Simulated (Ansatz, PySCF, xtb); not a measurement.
Acid–base and redox partners of C1=CC1. Isolated molecules, 0 K electronic values unless said otherwise. Strings in code marks are SMILES.

Quantity: bond dissociation enthalpy (X–H) at 298 K, in kcal/mol. HF references are unrestricted for open shells and restricted for singlets. Enthalpy corrections at 298 K come from GFN2-xTB frequencies (xtb).

Level 1: B3LYP-D3(BJ)/def2-TZVP (PySCF)
Level 2: PBE-D3(BJ)/def2-TZVP // B3LYP-D3(BJ)/def2-TZVP (PySCF)
Level 3: B3LYP/6-31G* // B3LYP-D3(BJ)/def2-TZVP (PySCF)
Level 4: HF/cc-pVTZ // B3LYP-D3(BJ)/def2-TZVP (Ansatz, a first-principles code)

```tsv
species	level 2	level 3	level 4
H atom removed from C1: `[C]1=CC1`	105.9	107.9	87.9
H atom removed from C3: `[CH]1C=C1`	95.7	98.3	75.0
```

Question: What does level 1 give for each?

Answer: 
- H atom removed from C1: `[C]1=CC1`: 108.1
- H atom removed from C3: `[CH]1C=C1`: 97.4
